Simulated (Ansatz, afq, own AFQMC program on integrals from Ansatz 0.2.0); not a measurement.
Two steps: Ansatz 0.2.0 writes the Fock matrix and Cholesky factors of the valence space, and afq projects on them the lowest state that overlaps trial and start.

```yaml
crystal:
  periodic: [false, false, false]
  atoms:
    - {symbol: Si, position_ang: [0.000000, -1.008274, 1.832779]}
    - {symbol: Ge, position_ang: [0.000000, -0.077864, -0.373085]}
    - {symbol: H, position_ang: [0.000000, 1.086138, -1.459694]}
basis:
  gaussian: {orbitals: cc-pVDZ}
magnetization: {spin_polarized: true, initial_magnetization: 3}
correlation: {method: ccsd_t, electrons: outside_noble_gas, hamiltonian_folder: ham}
```

```sh
$ ansatz run in.yaml --threads 1 --pin off --events-out ev --progress --plain --max-ram 1382MiB
```

afq runs on the folder ham with

```
--method phaseless --trial cisd --walkers 60 --populations 1 --least-time 40 --time-step 0.005 --steps-per-block 50 --equilibration-blocks 28 --max-blocks 300 --target-error 0.00036 --factor-cut 1e-05 --start spin_pure --seed 8248 --release-times 0.24,0.51,0.99,1.62,2.4 --release-step 0.03 --release-every 4 --taylor-order 6
```

Times are imaginary, in 1/Eh. The walk had a cap of 671 s. Filled inner d shells are frozen with the cores.

Output of the walk:

```
orbitals 31  electrons 6 3  factors 231 of 556
reference energy -2364.73820915 Eh
CCSD correlation -0.15880267 Eh in 16 cycles, weight of the determinant in the CISD state 0.8605
energy of the start -2364.896203 Eh
 block  time / (1/Eh)  mean weight  energy / Eh
     1     0.250  1.0002  -2364.894789
     2     0.500  1.0001  -2364.895625
     3     0.750  1.0012  -2364.896291
     4     1.000  1.0004  -2364.898144
     5     1.250  1.0010  -2364.898401
    10     2.500  0.9996  -2364.899811
    37     9.250  0.9998  -2364.906183
    61    15.250  1.0008  -2364.900360
    67    16.750  1.0001  -2364.905075
    97    24.250  1.0003  -2364.906020
   127    31.750  1.0007  -2364.901035
   157    39.250  0.9998  -2364.903899
   187    46.750  0.9999  -2364.903046
   199    49.750  0.9990  -2364.913999
   217    54.250  0.9992  -2364.902107
   247    61.750  1.0001  -2364.901530
blocks merged  error / Eh  count
     1  0.000201  220
     2  0.000240  110
     4  0.000297  55
     8  0.000354  27
    16  0.000379  13
released: time / (1/Eh)  energy / Eh  error  mean overlap
  0.24  -2364.904248  0.000394  1.0011
  0.51  -2364.904461  0.000404  0.9990
  0.99  -2364.905134  0.000339  0.9852
  1.62  -2364.905372  0.000470  0.9821
  2.40  -2364.905197  0.000508  0.9798
energy -2364.904253 +/- 0.000354 Eh
(rows thinned)
```

The run passed its tests (sampling time, drift between the halves within three errors, error under three times the target), which doesn't prove that it has relaxed. The second half of the sampling lies below the first by 1.8 errors of their difference, so the energy may still be moving and its error bar be too small.

Against this walk (error 9.6 meV) on the same determinant: CCSD(T) 29.0 meV higher, CCSDT(Q) 27.6 meV lower. The error is statistical and leaves out the bias of the constraint. Released to 2.40 1/Eh the energy moves by -26 ± 17 meV (both errors), within twice the noise.

Cautions: constraint bias not in the error; no relativity below Rb; no spin-orbit coupling; inner d shell frozen; lower spins were not checked.

The walk took 2.7 min on 1 thread of Arm Neoverse V2 (shared host). The log's last line is the phaseless energy.

CCSDT and higher add their correlation energy to the determinant of the CCSD(T) run, since their own runs factorise the integrals more tightly (a shift of under 2 meV). A walk keeps the symmetry of its determinant, which the program's search chose and which needn't be the lowest solution, so a lower state of the same spin and another symmetry isn't excluded.
